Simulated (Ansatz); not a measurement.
```yaml
crystal:
  periodic: [false, false, false]
  atoms:
    - {symbol: Al, position_ang: [-2.089976, -0.938075, -0.020969]}
    - {symbol: Ga, position_ang: [0.415751, 0.576593, 0.011052]}
    - {symbol: F, position_ang: [1.574213, -0.818187, -0.011108]}
    - {symbol: H, position_ang: [-2.484487, 0.648003, 0.006181]}
basis:
  gaussian: {orbitals: def2-TZVP}
hamiltonian: {xc: pbe0}
relax: {f_tol: 0.004, max_steps: 80}
```

```sh
$ ansatz run in.yaml --threads 1 --pin off --events-out ev --progress --plain --max-ram 2176MiB
```

Steps of the relaxation (energy above the last step; positions in Å, forces in eV/Å):

```
4
step 1, 365.2 meV
Al   -2.090   -0.938   -0.021    0.051   -0.115   -0.002
Ga    0.416    0.577    0.011    0.497   -0.690   -0.011
F     1.574   -0.818   -0.011   -0.143    0.527    0.009
H    -2.484    0.648    0.006   -0.405    0.277    0.004
```

```
4
step 2, 213.2 meV
Al   -2.152   -0.892   -0.020    0.154    0.332    0.006
Ga    0.474    0.472    0.009    0.313   -0.780   -0.013
F     1.764   -0.794   -0.010   -0.203    0.512    0.009
H    -2.671    0.682    0.006   -0.264   -0.065   -0.002
```

```
4
step 3, 72.0 meV
Al   -2.146   -0.808   -0.019    0.043    0.492    0.009
Ga    0.512    0.304    0.006   -0.794    0.177    0.001
F     1.909   -0.737   -0.009    0.740   -0.369   -0.005
H    -2.859    0.710    0.006    0.012   -0.300   -0.005
```

```
4
step 7, 0.9 meV
Al   -2.215   -0.778   -0.018    0.005   -0.010    0.000
Ga    0.401    0.087    0.002   -0.006   -0.016    0.000
F     2.034   -0.596   -0.006    0.003    0.010    0.000
H    -2.805    0.756    0.007   -0.003    0.016    0.000
```

```
4
step 10, 0.0 meV
Al   -2.254   -0.796   -0.019   -0.002    0.002    0.000
Ga    0.371    0.030    0.001   -0.004    0.003    0.000
F     2.046   -0.542   -0.005    0.002   -0.002    0.000
H    -2.747    0.777    0.008    0.004   -0.004    0.000
```

Close pairs at the end: Al1–H4 1.648 Å, Ga2–F3 1.770 Å, Al1–Ga2 2.752 Å.

A stationary point of restricted PBE0 after 10 steps (its stability towards spin polarisation wasn't tested); no frequencies were run, so it isn't proven a minimum. 72 s on 1 thread of Arm Neoverse N1, shared host.
